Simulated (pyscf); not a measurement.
Four-centre exchange: `[NH2][B]([NH2])[NH2]` + `[SH2]` → `[NH2][B]([NH2])[SH]` + `[NH3]`

Gas phase, singlet surface, charge 0. Bonds broken: B1–N2, S11–H12. Bonds formed: B1–S11, N2–H12. Single points on ωB97X-D3(BJ)/def2-SVP structures (PySCF, gas phase).

Transition state (Å):

```xyz
13

B     -0.6126     0.2005    -0.1500
N      0.6923     1.0600     0.0476
N     -0.3830    -1.1374    -0.6059
N     -1.7856     0.9581    -0.4607
H      1.5129     0.6433    -0.3955
H      0.5918     2.0264    -0.2664
H      0.3468    -1.6623    -0.1353
H     -1.2050    -1.7254    -0.6972
H     -1.9366     1.8271     0.0389
H     -2.6584     0.4447    -0.5195
S     -0.4024     0.0804     2.4875
H      0.7088     0.9650     1.1427
H     -1.1566     1.1756     2.7141
```

One imaginary mode, 347i cm⁻¹; descent along it reached the two sides named, in the forms told below.

| bond | change | reactant side (Å) | saddle | product side |
|---|---|---|---|---|
| B1–N2 | breaks | 1.441 | 1.575 | 1.700 |
| S11–H12 | breaks | 1.348 | 1.956 | 2.9 |
| B1–S11 | forms | 3.6 | 2.6 | 1.938 |
| N2–H12 | forms | 2.439 | 1.099 | 1.021 |

Electronic energies relative to the separated reactants (kcal/mol):

| level | barrier | reaction energy | reverse barrier |
|---|---|---|---|
| ωB97X-D3(BJ)/def2-TZVP | 22.1 | +2.2 | 19.9 |
| PBE/def2-TZVP | 18.6 | +2.1 | 16.4 |
| r²SCAN/def2-TZVP | 19.3 | +2.8 | 16.6 |
| B3LYP-D3(BJ)/def2-TZVP | 21.3 | +3.6 | 17.7 |
| PBE0-D3(BJ)/def2-TZVP | 18.4 | +2.5 | 15.9 |
| M06-2X/def2-TZVP | 22.9 | +4.8 | 18.0 |
| ωB97M-D3(BJ)/def2-TZVP | 22.1 | +3.9 | 18.2 |
| HF/def2-TZVP | 35.7 | +6.4 | 29.3 |

With ωB97M-D3(BJ)/def2-TZVP energies and thermal terms (ideal gas, 1 atm, RRHO with modes under 100 cm⁻¹ raised to 100, one conformer, R ln 2 for chiral ones without a mode under 150 cm⁻¹), in kcal/mol:

```
T (K)   ΔH‡   ΔG‡    ΔH     ΔG
-----  ----  ----  ----  -----
298    24.0  36.5  +5.7   +6.8
600    23.7  49.4  +5.4   +8.0
900    23.9  62.2  +5.2   +9.3
1200   24.3  74.9  +5.0  +10.7
```

On the reactant side the descent ends in a complex (not fully relaxed), 4.7 kcal/mol under the separated species and 26.7 kcal/mol under the saddle at ωB97X-D3(BJ)/def2-TZVP. On the product side the descent ends in an adduct with a B–N contact, 3.1 kcal/mol over the separated species and 16.8 kcal/mol under the saddle at ωB97X-D3(BJ)/def2-TZVP. What is counted as broken (B–N) persists as a longer contact in the product adduct; parting that adduct is a step of its own. The reactants may also form a dative adduct at H₂N–B(NH₂)–NH₂; it and routes through it were not searched. This is the saddle that the search found; another between the same sides may lie lower.
